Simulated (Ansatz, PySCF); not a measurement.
Species: SiH₄, charge 0, singlet. SiH4 (silane, SMILES [SiH4]).
B3LYP-D3(BJ)/def2-TZVP minimum from Ansatz (a quantum-chemistry and plane-wave program):
```
Si
H 1 1.4803
H 1 1.4803 2 109.47
H 1 1.4803 2 109.47 3 -120.00
H 1 1.4803 2 109.47 4 -120.00
```

Property: enthalpy of formation at 298 K (by atomisation, with ideal-gas terms from PySCF's Hessian at B3LYP-D3(BJ)/def2-TZVP and the atoms' measured values of the G2/97 table; no spin-orbit terms), in kJ/mol. Radicals and triplets start from unrestricted determinants; spin-orbit coupling is neglected. CBS(X,Y): correlation extrapolated as X^-3, Hartree-Fock from the larger set (Q,5: extrapolated as (X+1)exp(-9√X)). A bracket is a step between two methods taken in the basis named. The functionals are non-relativistic, so their misses hold any scalar relativity. Double hybrids freeze cores in their MP2 part. '+ core + X2C': CCSD(T) terms for core correlation (cc-pwCVTZ, 1s frozen past Ne) and scalar relativity (cc-pVTZ-DK). Where a partner has so few electrons that a lower coupled-cluster level is exact, that level stands in.

Measured: 8.2 kcal/mol, 34.3 kJ/mol (G2/97 table in ASE (Curtiss et al.)); atomic spin-orbit terms, which the calculations lack, would raise the computed values.

### Question
How far off this value is PBE/def2-TZVPD (Ansatz), in which direction, and which of these levels come nearer: wB97M-V/def2-TZVPD, B2PLYP/def2-TZVPD, CCSD(T)/CBS(cc-pV(Q+d)Z,cc-pV(5+d)Z) + core + X2C?

### Answer
PBE gives 70.5 kJ/mol, 36.2 kJ/mol above it. Errors of the others: wB97M-V/def2-TZVPD (Ansatz) -7.4; B2PLYP/def2-TZVPD (Ansatz) 13.0; CCSD(T)/CBS(cc-pV(Q+d)Z,cc-pV(5+d)Z) + core + X2C (Ansatz) -6.9; CCSD(T)/CBS(cc-pV(Q+d)Z,cc-pV(5+d)Z) + [CCSDT(Q) - CCSD(T)]/cc-pV(T+d)Z + [CCSDTQ - CCSDT(Q)]/cc-pV(D+d)Z + core + X2C (Ansatz) -6.9 kJ/mol. Nearer than PBE: wB97M-V/def2-TZVPD, B2PLYP/def2-TZVPD, CCSD(T)/CBS(cc-pV(Q+d)Z,cc-pV(5+d)Z) + core + X2C, CCSD(T)/CBS(cc-pV(Q+d)Z,cc-pV(5+d)Z) + [CCSDT(Q) - CCSD(T)]/cc-pV(T+d)Z + [CCSDTQ - CCSDT(Q)]/cc-pV(D+d)Z + core + X2C.
